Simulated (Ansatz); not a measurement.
Task: Name a neutral molecule of C and H with HOMO–LUMO gap (ωB97M-V/def2-TZVPP) between 13.15 and 13.45 eV and HOMO energy (ωB97M-V/def2-TZVPP) between -10.80 and -10.50 eV (Ansatz, PBE0-D4/def2-TZVP geometry).

Result: `CC(C)C(C)(C)C` (13.22 eV, -10.76 eV); `CCCC(C)CC` (13.43 eV, -10.80 eV); `CCC(C)C(C)C` (13.29 eV, -10.74 eV); `CCC(C)(C)CC` (13.26 eV, -10.77 eV); `CCCCCCCC` (13.29 eV, -10.78 eV); `CCCC(CC)CC` (13.24 eV, -10.70 eV). Other molecules can fit too; these were computed, each in one conformer that needn't be the lowest.
